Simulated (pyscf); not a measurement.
`[OH][BH][OH]` + `[SiH4]` → `[OH][SiH3]` + `[BH2][OH]` (four-centre exchange; singlet surface; B–O, H–Si broken, O–Si, B–H formed). PySCF, gas phase, ωB97X-D3(BJ)/def2-SVP geometries. Correlated levels are frozen-core, on RHF or UHF. ΔMP2 is the change of the MP2 total energy from the triple- to the quadruple-zeta basis. Rate constants from transition-state theory, CCSD(T)/def2-TZVPP + ΔMP2(QZVPP) energies (ideal gas, 1 atm, RRHO with modes under 100 cm⁻¹ raised to 100, one conformer, R ln 2 for chiral ones without a mode under 150 cm⁻¹; no tunnelling), k in cm³ molecule⁻¹ s⁻¹.

```tsv
T (K)	1000/T	log10 k
298	3.354	-36.82
600	1.667	-24.90
900	1.111	?
1200	0.833	-18.62
```

Question: Fit an Arrhenius line to the three values, give the activation energy, and predict k at 900 K.

Answer: Least squares gives log10 k = -12.74 − 7.20 × 1000/T, so Ea = 7.20 × ln 10 × 1.987 = 32.9 kcal/mol, against an electronic barrier of 29.7. At 900 K the line gives -20.74; the computed value is -20.78 (ΔG‡ = 62.4 kcal/mol), close to the line. The products may also form a dative adduct at H₂B–OH; it and routes through it were not searched. One saddle was located; it need not be the lowest between these sides. The CCSD(T) − MP2 part came from Ansatz, without density fitting, on the same reference.
